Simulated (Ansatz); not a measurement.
An Ansatz input:

```yaml
crystal:
  lattice:
    - [2.7460611726, 0.0, 0.0]
    - [0.0, 2.7460611726, 0.0]
    - [0.0, 0.0, 3.8615455817]
  atoms:
    - { symbol: Pd, position: [0.0, 0.0, 0.0], spin: 0.5, spin_axis: [0, 0, 1] }
    - { symbol: Pd, position: [0.5, 0.5, 0.5], spin: -0.5, spin_axis: [0, 0, 1] }
hamiltonian:
  xc: pbesol
  pseudopotentials:
    kind: paw_fr
    azcp:
      Pd: "pseudopotentials/Pd.paw.azcp"
basis:
  ecutwfc: 420
  fft_grid_basis: typed
kpoints:
  mp_grid: { grid: [11, 11, 8], shift: [0, 0, 0] }
magnetization:
  noncollinear: true
  spin_orbit: true
scf:
  occupations: { method: fermi_dirac, width: 0.05 }
```

Terminal output

```
Warning: the record states the generating functional pbe (its physics header spells it `PBE`), which answers neither for hamiltonian.xc's functional nor for the pbesol family's — results may be inconsistent (PPs are generated against a specific XC)
Engine: ansatz 0.2.0, x86_64-unknown-linux-gnu
Pseudopotentials: kind: paw_fr
Pseudopotential: Pd, paw_fr, valence charge 18, recommended cutoff 420 eV (normal) 
Functional definition: PBEsol
  exchange = pbesol_x
  correlation = pbesol_c
Crystal: 2 atoms, lattice volume = 29.119 Å³
Basis set: ecut = 420 eV, 569 PW (Γ)
Bands: 44, of which v1, the nominal top of the filled ones, is band 36 counted from 1 (35 counted from 0)
Symmetry: 16 space group operations + 16 with time reversal
Magnetic group: BNS 128.410 (UNI 1070), of the structure as read, at distance tolerance 3.1e-5 Å
k-points: 105 of 968
Projection manifold: j_resolved (fully-relativistic pseudo-atomic orbitals)
Non-local potential: Pd, projectors of the file, l = 0: 2, l = 1: 4, l = 2: 4, l = 3: 2
PAW form: soft (Blöchl's): semilocal exchange-correlation on the pseudo side does not see the compensation charge
PAW frozen core: Pd, regenerated for the run's functional, and the local potential with it (the file was generated under x = pbe(κ = 0.804, μ = 0.2195149727645171), c = pbe(β = 0.06672455060314922))
PAW one-centre angular grid: Pd, 590 points (default); XC on 64 Gauss nodes
Initial density: superposition of atomic densities (chi_scale 0.1, normalization cell)
Starting moments: Σ|m| = 1 μB on 2 of 2 sites
Initial wavefunctions: pseudopotential atomic-orbital guess
Functional: x = pbesol(κ = 0.804, μ = 0.12345679012345678), c = pbesol(β = 0.046)
SCF iter   1: F=—  HF=-13819.578775 eV  |F-HF|=—  |Δ(HF+E_count)|=         —  Δρ=1.68e-1  dr2=8.15e0  dr2_m=1.76e-1  ethr=3.10e-3  |M|=9.22e-17 ∫|m|=3.04e-1 μB  |m|>n=0.0e0 m-floor=0.0e0 τ_xc=0.0e0 mc-row=0.0e0  β_m=0.30  ⟨swp⟩=8.5  Hψ=23289  notcnv=0  defer=26
spin=Noncollinear: Kerker preconditioning applied to the charge; magnetization (m_x, m_y, m_z) channels mix plain (no charge-response kernel on spin).
SCF iter   2: F=—  HF=-13818.108966 eV  |F-HF|=—  |Δ(HF+E_count)|=    1.47e0  Δρ=9.98e-2  dr2=2.86e0  dr2_m=1.04e-1  ethr=3.10e-3  |M|=5.99e-17 ∫|m|=2.50e-1 μB  |m|>n=0.0e0 m-floor=0.0e0 τ_xc=1.1e-5 mc-row=0.0e0  β_m=0.30  ⟨swp⟩=2.0  Hψ=7997  notcnv=0  defer=204
SCF iter   3: F=—  HF=-13817.358163 eV  |F-HF|=—  |Δ(HF+E_count)|=   7.51e-1  Δρ=3.21e-2  dr2=1.11e-1  dr2_m=6.30e-2  ethr=3.10e-3  |M|=4.85e-17 ∫|m|=2.04e-1 μB  |m|>n=0.0e0 m-floor=0.0e0 τ_xc=2.0e-5 mc-row=0.0e0  β_m=0.30  ⟨swp⟩=2.4  Hψ=8083  notcnv=0  defer=204
SCF iter   4: F=—  HF=-13817.364231 eV  |F-HF|=—  |Δ(HF+E_count)|=   6.07e-3  Δρ=2.44e-2  dr2=2.86e-2  dr2_m=3.97e-2  ethr=3.09e-4  |M|=2.69e-17 ∫|m|=1.66e-1 μB  |m|>n=0.0e0 m-floor=0.0e0 τ_xc=3.1e-5 mc-row=0.0e0  β_m=0.30  ⟨swp⟩=2.0  Hψ=9400  notcnv=0  defer=242
SCF iter   5: F=—  HF=-13817.362967 eV  |F-HF|=—  |Δ(HF+E_count)|=   1.26e-3  Δρ=1.93e-2  dr2=1.32e-3  dr2_m=2.49e-2  ethr=7.96e-5  |M|=4.73e-17 ∫|m|=1.35e-1 μB  |m|>n=0.0e0 m-floor=0.0e0 τ_xc=3.1e-5 mc-row=0.0e0  β_m=0.30  ⟨swp⟩=2.0  Hψ=6958  notcnv=0  defer=242
SCF iter   6: F=—  HF=-13817.365802 eV  |F-HF|=—  |Δ(HF+E_count)|=   2.84e-3  Δρ=1.54e-2  dr2=2.31e-4  dr2_m=1.58e-2  ethr=3.67e-6  |M|=3.95e-17 ∫|m|=1.11e-1 μB  |m|>n=0.0e0 m-floor=0.0e0 τ_xc=2.8e-5 mc-row=0.0e0  β_m=0.30  ⟨swp⟩=2.2  Hψ=7374  notcnv=0  defer=242
SCF iter   7: F=—  HF=-13817.367769 eV  |F-HF|=—  |Δ(HF+E_count)|=   1.97e-3  Δρ=1.23e-2  dr2=2.74e-5  dr2_m=1.01e-2  ethr=6.41e-7  |M|=3.44e-17 ∫|m|=9.12e-2 μB  |m|>n=0.0e0 m-floor=0.0e0 τ_xc=2.3e-5 mc-row=0.0e0  β_m=0.30  ⟨swp⟩=2.0  Hψ=6434  notcnv=0  defer=242
SCF iter   8: F=—  HF=-13817.369036 eV  |F-HF|=—  |Δ(HF+E_count)|=   1.27e-3  Δρ=9.88e-3  dr2=4.94e-7  dr2_m=6.51e-3  ethr=7.61e-8  |M|=1.41e-17 ∫|m|=7.50e-2 μB  |m|>n=0.0e0 m-floor=0.0e0 τ_xc=1.8e-5 mc-row=0.0e0  β_m=0.30  ⟨swp⟩=2.0  Hψ=7972  notcnv=0  defer=242
Mixer restart at iter 8: flushing history
spin-set hold released at iteration 8 (site moments contracting): the magnetisation degrees of freedom join the quasi-Newton model from the next iteration; the mixer history was flushed
SCF iter   9: F=—  HF=-13817.369885 eV  |F-HF|=—  |Δ(HF+E_count)|=   8.50e-4  Δρ=7.96e-3  dr2=4.26e-7  dr2_m=4.22e-3  ethr=2.78e-10  |M|=1.74e-17 ∫|m|=6.17e-2 μB  |m|>n=0.0e0 m-floor=0.0e0 τ_xc=1.4e-5 mc-row=0.0e0  β_m=0.53  ⟨swp⟩=4.0  Hψ=13890  notcnv=0
SCF iter  10: F=—  HF=-13817.371471 eV  |F-HF|=—  |Δ(HF+E_count)|=   1.59e-3  Δρ=1.78e-3  dr2=2.46e-7  dr2_m=2.12e-4  ethr=1.18e-9  |M|=3.07e-18 ∫|m|=1.58e-2 μB  |m|>n=0.0e0 m-floor=0.0e0 τ_xc=1.7e-6 mc-row=0.0e0  β_m=0.82  ⟨swp⟩=3.9  Hψ=12564  notcnv=0  defer=242
SCF iter  11: F=—  HF=-13817.371578 eV  |F-HF|=—  |Δ(HF+E_count)|=   1.07e-4  Δρ=2.27e-4  dr2=1.01e-7  dr2_m=3.47e-6  ethr=6.85e-10  |M|=5.75e-19 ∫|m|=1.82e-3 μB  |m|>n=0.0e0 m-floor=0.0e0 τ_xc=4.1e-8 mc-row=0.0e0  β_m=0.91  ⟨swp⟩=3.2  Hψ=11074  notcnv=0  defer=242
SCF iter  12: F=—  HF=-13817.371580 eV  |F-HF|=—  |Δ(HF+E_count)|=   2.48e-6  Δρ=2.20e-5  dr2=1.07e-7  dr2_m=5.23e-9  ethr=2.78e-10  |M|=1.65e-20 ∫|m|=5.51e-5 μB  |m|>n=0.0e0 m-floor=0.0e0 τ_xc=1.9e-10 mc-row=0.0e0  β_m=0.81  ⟨swp⟩=3.0  Hψ=12361  notcnv=0
SCF iter  13: F=—  HF=-13817.371580 eV  |F-HF|=—  |Δ(HF+E_count)|=   3.00e-8  Δρ=2.68e-6  dr2=1.10e-9  dr2_m=6.49e-10  ethr=2.78e-10  |M|=3.76e-22 ∫|m|=1.41e-5 μB  |m|>n=0.0e0 m-floor=0.0e0 τ_xc=5.1e-11 mc-row=0.0e0  β_m=0.90  ⟨swp⟩=1.0  Hψ=12852  notcnv=0
SCF iter  14: F=-13817.371580 eV  HF=-13817.371580 eV  |F-HF|=1.46e-11  |Δ(HF+E_count)|=  4.55e-10  Δρ=4.27e-7  dr2=7.72e-12  dr2_m=2.46e-11  ethr=3.05e-12  |M|=2.10e-22 ∫|m|=3.96e-6 μB  |m|>n=0.0e0 m-floor=0.0e0 τ_xc=2.8e-13 mc-row=0.0e0  ⟨swp⟩=2.0  Hψ=8866  notcnv=0
WARN: the starting moments were not kept: the SCF closed with an absolute magnetisation of 3.9e-6 μB, where they sum to 1 μB in size (2 sites). That is at most 0.1 of that sum. Measured as dr2_m measures the in/out step, that magnetisation stands 4.4e-12 eV from none, at or under the dr2_threshold of 1.0e-7 eV: it is no larger than a step whose dr2_m would equal this threshold. The system may hold no moment; this SCF shows only that its start led to no more than that. To try another start: raise the starting moments (crystal.atoms[].spin, magnetization.per_species, magnetization.initial_magnetization, or on a non-collinear deck that types none of these the spinor_matrix: blocks that start its atoms; where the total moment is fixed, keep their sum and leave initial_magnetization as it is; typed ones take the place of any that the run laid by itself, positive ones on a crystal's lanthanoids without a Hubbard term where scf.initial_density.shell_occupations: [] is typed) or, if the notice of its spin-set hold's release reads "site moments contracting" or "site moments show no strong build", lengthen the hold (scf.mixing.spin_hold: { on: { confirm: 4 } }; for m-r²SCAN on two components see the key's manual first). Each may lead to a state that holds a moment. A second SCF, from the converged charge density, with the starting moments and any scf.initial_density.shell_occupations laid on it anew, would have followed, and was not run: the deck does not ask for one (magnetization.retry_lost_moments is false, the default). To let it run, set magnetization.retry_lost_moments: true and run the deck again, where that key's refused combinations let it; where memory then withholds it, that run's warning says so.
SCF 1 converged in 14 iterations: F = -13817.371580 eV  dr2 = 7.72e-12
SCF converged after 14 iterations
Magnetization: |M| = 0.0000 μB,  M = (+0.0000, +0.0000, -0.0000) μB
Absolute magnetization: 0.0000 μB (∫|m|, with the PAW one-centre terms)
  site 0: m = (+0.0000, -0.0000, -0.0000) μB, |m| = 0.0000 μB  (R = 1.13 Å)
  site 1: m = (-0.0000, -0.0000, +0.0000) μB, |m| = 0.0000 μB  (R = 1.13 Å)
Free energy (F): -13817.371580 eV
Harris-Foulkes:  -13817.371580 eV  (|F-HF|=1.46e-11)
Internal energy: -13817.332922 eV  (E = F + TS)
E sigma→0 (E₀):  -13817.352251 eV
Entropy (-TS):   -0.038658 eV (-19.329 meV/atom)
Fermi energy:    20.038077 eV
--- Per-component energies (eV) ---
  E_band       = -268.637916
  E_kinetic    = 1027.097590
  E_local      = -3458.516590  (includes V_loc(G=0)·N_el)
  E_nonlocal   = 436.016352
  E_hartree    = 1403.783797
  E_xc         = -335.666425
  E_vxc        = -422.755388  (∫ρ·V_xc dr)
  E_paw        = -7372.182694  (= ΣΔE_a)
  E_vpaw       = -658.047814  (= ΣTr[D̂ρ^β])
  E_aug_tail   = 0.000466  (compensation charges beyond the density's cutoff)
  E_ewald      = -5518.474231
  E_core_change = 0.608812  (= ΣΔE_core)
  E_smearing   = -0.038658  (= −TS)
  E_closure    = 0.000000  (closes the sum)
  Σ components = -13817.371580   (vs F -13817.371580, Δ=0.00e0)
```
